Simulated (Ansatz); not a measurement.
**[Br···H···Si], triplet: transfer scan**

Starting geometry:

```xyz
3

Br    0.0000    0.0000   -1.6789
H     0.0000    0.0000   -0.2583
Si    0.0000    0.0000    1.9371
```

From there H2 is moved from one fragment to the other while all else, the fragments' distance too, stays fixed; atoms are numbered as listed. Energies are in kcal/mol, counted from the starting geometry at the same level.

Basis cc-pVTZ; Ansatz 0.2.0. Correlated methods freeze the noble-gas cores and the filled d shells of p-block atoms. Prefix R: restricted or restricted open-shell reference; prefix U: unrestricted. No spin–orbit coupling is included, and no scalar relativity.

Full CI isn't at hand for all of this; UCCSDT(Q) serves as the reference, and is uncertain by about the last step of the cluster series.

```json
{"distance Br1-H2 (Å)": "1.421", "UMP2": "0.0"}
{"distance Br1-H2 (Å)": "1.529", "UMP2": "1.2"}
{"distance Br1-H2 (Å)": "1.744", "UMP2": "9.1"}
{"distance Br1-H2 (Å)": "1.960", "UMP2": "14.0"}
{"distance Br1-H2 (Å)": "2.176", "UMP2": "19.8"}
```

Problem. Estimate the UCCSDT(Q) curve in cc-pVTZ from this one, knowing how UMP2 errs.

Solution. The computed UCCSDT(Q) values, in kcal/mol from the starting point, and the error of UMP2 against them:
```
distance Br1-H2 (Å)  UCCSDT(Q)  UMP2 less UCCSDT(Q)
              1.421        0.0                  0.0
              1.529        0.8                  0.4
              1.744        6.9                  2.1
              1.960       10.3                  3.7
              2.176       15.8                  4.0
```

The error spans 4.0 kcal/mol and is largest, 4.0 kcal/mol, at 2.176 Å.
